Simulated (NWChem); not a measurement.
hydrogen cyanide (CHN); SMILES C#N

```xyz
3

C      0.0000     0.0000    -0.4925
N      0.0000     0.0000     0.6532
H      0.0000     0.0000    -1.5611
```
Atoms are numbered in this order, from 1.

Results from NWChem. Pople sets run with spherical d functions. STO-3G and 3-21G are far too small for this property and stand as cheap habits. Structure relaxed at the PBE0-D3(BJ)/def2-TZVP level. Field at 589 nm.

```tsv
level	isotropic polarisability (bohr³)	anisotropy (bohr³)
B3LYP/STO-3G	5.8	8.7
B3LYP/6-31G*	11.8	12.1
B3LYP/def2-SVP	12.2	11.4
B3LYP/def2-SVPD	16.6	8.9
B3LYP/aug-cc-pVDZ	17.2	9.3
B3LYP/def2-TZVPD	17.4	8.8
```
